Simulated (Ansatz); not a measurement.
Rock-salt TiN, treated with PBE-D3(BJ) (Ansatz, a quantum-chemistry and plane-wave program, plane waves, PAW).

Run with plane-wave cutoff 500 eV, 16×16×16 k mesh, Fermi–Dirac smearing 0.05 eV, no spin polarisation, scalar-relativistic PAW data made under PBE.

Computed at the level's own relaxed cell.

Task: Give the computed equilibrium volume per atom and equilibrium lattice constant a.

Result: 
equilibrium volume per atom: 9.30 Å³/atom
equilibrium lattice constant a: 4.206 Å

Measured, for comparison: equilibrium volume per atom 9.52 Å³/atom, lattice constant a 4.239 Å (temperature not stated, not corrected to a static lattice; as tabulated in Zhang et al. (2018), doi:10.1088/1367-2630/aac7f0). Computed (rounded) less measured: equilibrium volume per atom -2.3 %, lattice constant a -0.8 %. A static lattice is as a rule a little smaller and stiffer than an uncorrected measurement, which can account for part of this.

Note: the run has no spin polarisation, so it can have missed a magnetic state.

The computed numbers hold no vibrational or temperature effects.

It cost roughly 17 core-seconds of CPU time.
